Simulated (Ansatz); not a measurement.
The cluster Li₂F, relaxed as a doublet with UKS B3LYP-D4/def2-TZVP in Ansatz, starting from the GFN2-xTB geometry. Force threshold 0.02 eV/Å.

The structure comes from a short search, and lower isomers may exist.

Start:

```xyz
3

Li    0.464    0.448    1.034
Li    0.216   -0.947   -0.738
F    -0.681    0.500   -0.296
```

Problem. Estimate the energy that the relaxation releases and the steps that it takes.

Solution. 5.5 kcal/mol, in 5 steps; 1.9 s on 4 threads of Arm Neoverse V2 on a shared host. No frequencies were taken in this run, so the end may be a saddle point.

Problem. Does the start keep its bonding and symmetry?

Solution. By distances, no bond broke or formed. The bond that changes most is Li2–F3, from 1.76 to 1.67 Å (atoms count from 1). Point group C2v at the start, C2v at the end, both within 0.05 Å.

Problem. Predict the relaxed structure.

Solution. 
```xyz
3

Li    0.3878    0.6762    1.1828
Li    0.0847   -1.0226   -0.9766
F    -0.4725    0.3464   -0.2062
```
Bond lengths (bridged metal pairs left out): 2 × F–Li 1.67 Å.
